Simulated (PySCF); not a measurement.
chlorine (Cl2), SMILES ClCl. Atoms are numbered in the order given.

```xyz
2

Cl     0.0000     0.0000    -0.9901
Cl     0.0000     0.0000     0.9901
```

Geometry optimised at PBE0-D3(BJ)/def2-TZVPD.

Vertical ionisation energy (IE) and electron affinity (EA) in eV. Rows of orbital energies are one-electron estimates. Where ΔSCF, EOM or ADC give a negative EA the extra electron is unbound and the value depends on the basis.

```tsv
level	IE	EA
−ε(HOMO), −ε(LUMO), HF/def2-TZVPD (PySCF)	12.06	-0.69
−ε(HOMO), −ε(LUMO), M06-2X/def2-TZVPD (PySCF)	10.06	1.95
EOM-CCSD/aug-cc-pVDZ (PySCF)	11.33	0.45
ADC(2)/aug-cc-pVDZ (PySCF)	10.88	0.63
```

**Question.** Beyond the first one, list the lowest photoelectron lines from ADC(2)/aug-cc-pVDZ (PySCF 2.14.0) with their pole strengths (two spins summed). (An estimate is asked for; the answer gives what the named calculation found.)

**Answer.** 13.83 eV (1.77), 13.83 eV (1.77), 15.71 eV (1.81), 23.69 eV (1.43).
